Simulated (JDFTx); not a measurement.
An input for a modified build of JDFTx (CH3S (SMILES C[S]), charge 0, multiplicity 2, CANDLE, water, 1 M KCl; bohr, hartree) and the course of its log:

```
lattice \
  18.4248297151 0.0000000000 0.0000000000 \
  0.0000000000 17.4799666528 0.0000000000 \
  0.0000000000 0.0000000000 17.9523981839
coords-type Cartesian
ion C -1.3603937761 0.4636598902 -0.0250084598 0
ion S 2.0269013519 0.4645470651 -0.0250922961 0
ion H -2.0265323863 -1.4790449117 -0.0734709360 0
ion H -2.0258783417 1.3941498688 1.6821989768 0
ion H -2.0269013519 1.4790449117 -1.6821989768 0
ion-species pseudo/c_pbe_v1.2.upf
ion-species pseudo/s_pbe_v1.4.upf
ion-species pseudo/h_pbe_v1.4.upf
elec-cutoff 20 100
elec-ex-corr gga-PBE
symmetries none
elec-n-bands 10
converge-empty-states yes
spintype z-spin
elec-initial-magnetization 1 yes
electronic-scf nIterations 100 energyDiffThreshold 1e-8
fluid LinearPCM
pcm-variant CANDLE
fluid-solvent H2O
fluid-cation K+ 1
fluid-anion Cl- 1
fluid-minimize nIterations 400 knormThreshold 1e-11
wavefunction read s0.wfns
dump-name s1.$VAR
dump End State Ecomponents EigStats BandEigs Forces ElecDensity IonicPositions FluidDebug
```

```
[one cycle in 5 is shown, and the last three; fluid-solver lines are left out]
SCF: Cycle:  0   Etot: -17.710254093817412   dEtot: -8.962e-04   |Residual|: 1.116e-02   |deigs|: 1.015e-03
SCF: Cycle:  5   Etot: -17.710398036297537   dEtot: -3.219e-06   |Residual|: 7.353e-04   |deigs|: 1.384e-04
SCF: Cycle: 10   Etot: -17.710404830260458   dEtot: -2.725e-07   |Residual|: 2.669e-04   |deigs|: 2.152e-04
SCF: Cycle: 15   Etot: -17.710405361183426   dEtot: -4.104e-09   |Residual|: 9.348e-05   |deigs|: 2.260e-05
SCF: Cycle: 20   Etot: -17.710405383865467   dEtot: +4.267e-09   |Residual|: 1.304e-04   |deigs|: 3.106e-05
SCF: Cycle: 25   Etot: -17.710405500826749   dEtot: -2.804e-08   |Residual|: 1.674e-04   |deigs|: 5.760e-05
SCF: Cycle: 30   Etot: -17.710405636574240   dEtot: -5.048e-08   |Residual|: 7.574e-05   |deigs|: 1.475e-04
SCF: Cycle: 35   Etot: -17.710405672754700   dEtot: +1.093e-08   |Residual|: 1.443e-04   |deigs|: 1.816e-05
SCF: Cycle: 40   Etot: -17.710405842865804   dEtot: -5.816e-08   |Residual|: 9.414e-05   |deigs|: 2.644e-05
SCF: Cycle: 45   Etot: -17.710405884822368   dEtot: -1.531e-07   |Residual|: 1.478e-04   |deigs|: 2.629e-04
SCF: Cycle: 50   Etot: -17.710406024544461   dEtot: -7.025e-08   |Residual|: 9.644e-05   |deigs|: 6.373e-05
SCF: Cycle: 55   Etot: -17.710406126378683   dEtot: -5.392e-08   |Residual|: 1.189e-04   |deigs|: 3.063e-05
SCF: Cycle: 60   Etot: -17.710406315964690   dEtot: -1.101e-07   |Residual|: 1.748e-04   |deigs|: 1.926e-05
SCF: Cycle: 65   Etot: -17.710406236780230   dEtot: +1.664e-07   |Residual|: 2.009e-04   |deigs|: 3.122e-05
SCF: Cycle: 70   Etot: -17.710406144914476   dEtot: +2.482e-08   |Residual|: 1.632e-04   |deigs|: 1.228e-05
SCF: Cycle: 75   Etot: -17.710405677949691   dEtot: +4.155e-07   |Residual|: 1.934e-04   |deigs|: 5.893e-05
SCF: Cycle: 80   Etot: -17.710405936411512   dEtot: +1.731e-07   |Residual|: 1.486e-04   |deigs|: 4.403e-05
SCF: Cycle: 85   Etot: -17.710405822291492   dEtot: +3.098e-08   |Residual|: 1.218e-04   |deigs|: 6.410e-06
SCF: Cycle: 90   Etot: -17.710406091746606   dEtot: -1.235e-07   |Residual|: 8.403e-05   |deigs|: 5.443e-05
SCF: Cycle: 95   Etot: -17.710406307231704   dEtot: +5.835e-08   |Residual|: 1.163e-04   |deigs|: 1.969e-04
SCF: Cycle: 97   Etot: -17.710406474708439   dEtot: +3.456e-08   |Residual|: 1.052e-04   |deigs|: 6.262e-06
SCF: Cycle: 98   Etot: -17.710406292935929   dEtot: +1.818e-07   |Residual|: 1.418e-04   |deigs|: 1.088e-05
SCF: Cycle: 99   Etot: -17.710406346136395   dEtot: -5.320e-08   |Residual|: 1.168e-04   |deigs|: 3.629e-05
SCF: None of the convergence criteria satisfied after 100 iterations.
IonicMinimize: Iter:   0  Etot: -17.710406346136395  |grad|_K:  0.000e+00
IonicMinimize: Converged (|grad|_K<1.000000e-04).
```

This run gave no converged result. The loop ran out of cycles short of its threshold. It has stalled and not diverged: the last ten energies span 4e-07 Ha, so the total is near its end, but levels, forces and the chemical potential aren't shown converged.
